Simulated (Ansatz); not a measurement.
Saddle point of CH$_{4}$OSi, closed shell (CH₄OSi ([CH3][Si][OH]) → CH₄OSi ([CH3][SiH][O]); bonds formed: H1–Si3; bonds broken: H1–O2), PBE0-D4/def2-TZVP structure:

H1  (-0.199, -2.299, -0.754)
O2  (-1.283, -1.616, -0.005)
Si3  (0.056, -0.849, -0.330)
C4  (0.321, 0.926, 0.194)
H5  (1.217, 1.022, 0.814)
H6  (-0.559, 1.245, 0.763)
H7  (0.446, 1.570, -0.682)
(Å)

Energies are electronic, without zero-point energy. Barriers and step energies count from the start structure reached by relaxing down the imaginary mode; all methods use the PBE0-D4 structures, on which another method's saddle can fall below an end. Program: Ansatz 0.2.0. Basis: def2-TZVPP, with def2-QZVPP for the basis limit. Cores are frozen in the correlated methods. B3LYP uses VWN-RPA correlation. Extrapolation: Hartree–Fock as exp(−7.88 √X), correlation as X^−2.97.

| method | barrier (eV) | step energy (eV) |
| --- | --- | --- |
| SPW92 | ? | 0.030 |
| PBE-D4 | 2.108 | -0.063 |
| BLYP-D4 | ? | -0.107 |
| r2SCAN-D4 | 2.239 | -0.142 |
| B97M-V | 2.396 | -0.053 |
| PBE0-D4 | 2.463 | 0.016 |
| B3LYP-D4 | 2.464 | -0.038 |
| r2SCAN0-D4 | 2.535 | -0.040 |
| BHLYP-D4 | 2.870 | 0.044 |
| CAM-B3LYP-D4 | 2.595 | -0.010 |
| wB97X-V | 2.612 | -0.029 |
| wB97M-V | 2.622 | 0.079 |
| B2PLYP | 2.410 | -0.103 |
| PBE-QIDH | 2.556 | -0.043 |
| RPA on PBE | ? | 0.010 |
| HF | 3.465 | 0.119 |
| MP2 | 2.359 | -0.169 |
| CCSD | 2.769 | 0.061 |
| CCSD(T) | 2.543 | 0.009 |

Q: Fill in the withheld barriers. (To be estimated.)

A: By the calculation: SPW92 2.054; RPA on PBE 2.451; BLYP-D4 2.180 eV. Each is the energy of the saddle less that of the start structure, by the same method.

For comparison, the barrier by CCSD(T) at an estimated basis limit (MP2 extrapolated from triple and quadruple zeta, plus CCSD(T) − MP2 in triple zeta) is 2.495 eV.

The T1 diagnostic stays at or below 0.026. The T1 diagnostic is large here, which may signal multireference character or strong orbital relaxation, so CCSD(T) is less sure. The restricted Hartree–Fock reference is unstable towards an unrestricted one at one or more of these structures.

Labels in which every atom is bracketed show which atoms are joined, not bond orders.

For scale, one of the runs: CCSD(T)/def2-TZVPP, 160 basis functions, launched by `ansatz run in.yaml --threads 2 --pin off --events-out ev --progress --plain --max-ram 4352MiB`. Hardware: 2 CPU threads of an Arm Neoverse V1, shared host. Wall time 21 s; peak host memory 1.1 GiB.
